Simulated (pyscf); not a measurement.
## Addition across a multiple bond or ene-type step: `[F][Mo]([F])([F])([F])=[S]` + `[SH2]` → `[F][Mo]([F])([F])([F])([SH])[SH]`

Gas phase, singlet surface, charge 0. Bonds broken: S7–H8. Bonds formed: S1–H8, Mo2–S7. PySCF, gas phase, ωB97X-D3(BJ)/def2-SVP geometries.

Transition state (Å):

```xyz
9

S      0.1378     0.4237     1.7079
Mo    -1.2569    -0.0507     0.0506
F     -1.5374    -0.6859    -1.6641
F     -2.7215     0.5568     0.9663
F     -1.6975    -1.7508     0.5516
F     -1.2618     1.5923    -0.7754
S      1.0703    -0.5126    -0.9040
H      1.2017     0.2629     0.6191
H      1.0130     0.4061    -1.8905
```

One imaginary mode, 1202i cm⁻¹; descent along it reached the two sides named, in the forms told below.

```csv
bond,change,reactant side (Å),saddle,product side
S7–H8,breaks,1.348,1.714,2.392
S1–H8,forms,3.5,1.531,1.347
Mo2–S7,forms,2.7,2.557,2.329
```

Electronic energies relative to the separated reactants (kcal/mol):

```csv
level,barrier,reaction energy,reverse barrier
ωB97X-D3(BJ)/def2-TZVP,35.1,+10.0,25.1
PBE/def2-TZVP,29.2,+11.2,18.0
r²SCAN/def2-TZVP,30.6,+10.5,20.1
B3LYP-D3(BJ)/def2-TZVP,35.1,+13.2,21.9
PBE0-D3(BJ)/def2-TZVP,32.7,+11.3,21.4
M06-2X/def2-TZVP,42.9,+18.7,24.3
ωB97M-D3(BJ)/def2-TZVP,41.4,+17.2,24.3
HF/def2-TZVP,66.1,+33.0,33.1
```

With ωB97M-D3(BJ)/def2-TZVP energies and thermal terms (ideal gas, 1 atm, RRHO with modes under 100 cm⁻¹ raised to 100, one conformer, R ln 2 for chiral ones without a mode under 150 cm⁻¹), in kcal/mol:

| T (K) | ΔH‡ | ΔG‡ | ΔH | ΔG |
|---|---|---|---|---|
| 298 | 40.1 | 50.6 | +18.9 | +29.9 |
| 600 | 40.7 | 61.0 | +19.7 | +40.8 |
| 900 | 41.5 | 71.0 | +20.8 | +51.1 |
| 1200 | 42.4 | 80.7 | +22.0 | +60.9 |

On the reactant side the descent ends in an adduct with a Mo–S contact, 1.5 kcal/mol over the separated species and 33.7 kcal/mol under the saddle at ωB97X-D3(BJ)/def2-TZVP. What is counted as formed (Mo–S) is already present as a longer contact in the reactant adduct; forming that adduct is a step of its own. From the product side, SH• + [F–Mo(F)(F)(F)–SH]• lies, by one bond made or cut, 6.0 kcal/mol under this saddle at ωB97M-D3(BJ)/def2-TZVP. This is the saddle that the search found; another between the same sides may lie lower. Elements past Kr carry the def2 core potentials, without spin-orbit coupling.
